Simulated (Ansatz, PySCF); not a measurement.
Species: methyl ethyl ether, C₃H₈O (charge 0, singlet). 
Geometry from a B3LYP-D3(BJ)/def2-TZVP (Ansatz, a quantum-chemistry and plane-wave program) optimisation:
```xyz
12

O      0.0190    -0.7104     0.0050
C     -0.0077     0.7049    -0.0051
C      1.3270    -1.2336    -0.0063
C     -1.4489     1.1652     0.0082
H      0.5319     1.0935     0.8711
H      0.5114     1.0804    -0.8992
H      1.2451    -2.3195     0.0026
H      1.8764    -0.9239    -0.9054
H      1.8970    -0.9108     0.8751
H     -1.9791     0.7881    -0.8672
H     -1.9585     0.8011     0.9012
H     -1.4989     2.2556     0.0008
```

PBE beside other levels, property by property. Valence correlation only, unless marked. UHF or UKS for open shells. No spin-orbit coupling. No relativistic terms. CBS(X,Y): correlation extrapolated as X^-3; Hartree-Fock from the larger set. [CCSD(T)-MP2]/basis is that difference in the basis named. Rows marked 298 K are enthalpies with B3LYP-D3(BJ) harmonic zero-point and thermal terms from PySCF. Enthalpies of formation rest on the atoms' values in the G2/97 table (older ones for B and Si), with no core term in the frozen-core levels. The coupled-cluster column (Ansatz) is a level with limits of its own: (a) RI-MP2/CBS(cc-pVTZ,cc-pVQZ)+[CCSD(T)-MP2]/cc-pVDZ; (b) RI-MP2/CBS(cc-pVTZ,cc-pVQZ)+[CCSD(T)-MP2]/cc-pVTZ.

| property | PBE/def2-TZVPD (Ansatz) | PBE0/def2-TZVPD (Ansatz) | wB97X-V/def2-TZVPD (Ansatz) | CCSD(T)/cc-pVDZ (Ansatz) | coupled cluster | measured |
|---|---|---|---|---|---|---|
| C-C bond dissociation enthalpy, 298 K, to [CH2]OC + [CH3] (CH3) (kcal/mol) | 83.7 | 83.6 | 87.4 | 85.0 | 88.0 (b) | - |
| C-H bond dissociation enthalpy, 298 K, to C[CH]OC + H atom (kcal/mol) | 88.6 | 89.7 | 93.2 | 91.4 | 96.4 (a) | - |
| proton affinity at O, enthalpy at 298 K, to CC[OH+]C (kcal/mol) | 191.3 | 192.8 | 193.7 | 197.3 | 193.7 (b) | - |
| enthalpy of formation at 298 K by atomisation (kcal/mol) | -66.3 | -50.4 | -51.5 | 24.8 | -52.3 (b) | -51.7 |
| C-O bond dissociation enthalpy, 298 K, to C[O] + [CH2]C (kcal/mol) | 79.7 | 78.7 | 83.3 | 80.7 | 86.9 (b) | - |
| C-H bond dissociation enthalpy, 298 K, to [CH2]COC + H atom (kcal/mol) | 98.1 | 98.1 | 101.6 | 98.8 | 103.6 (a) | - |
| C-H bond dissociation enthalpy, 298 K, to [CH2]OCC + H atom (kcal/mol) | 90.9 | 91.7 | 94.7 | 92.4 | 97.6 (a) | - |

Measured values: G2/97 table in ASE (Curtiss et al.); they hold spin-orbit effects, and any other conformers, which all levels lack, and core correlation, which the frozen-core levels lack. This is an older compilation, not checked against later work.

As the rows show:
- C-C bond dissociation enthalpy, 298 K, to [CH2]OC + [CH3] (CH3): PBE lies 4.3 kcal/mol below coupled cluster.
- C-H bond dissociation enthalpy, 298 K, to C[CH]OC + H atom: PBE lies 7.8 kcal/mol below coupled cluster.
- proton affinity at O, enthalpy at 298 K, to CC[OH+]C: PBE lies 2.4 kcal/mol below coupled cluster.
- enthalpy of formation at 298 K by atomisation: PBE lies 14.6 kcal/mol below the measured value.
- C-O bond dissociation enthalpy, 298 K, to C[O] + [CH2]C: PBE lies 7.2 kcal/mol below coupled cluster.
- C-H bond dissociation enthalpy, 298 K, to [CH2]COC + H atom: PBE lies 5.5 kcal/mol below coupled cluster.
- C-H bond dissociation enthalpy, 298 K, to [CH2]OCC + H atom: PBE lies 6.7 kcal/mol below coupled cluster.
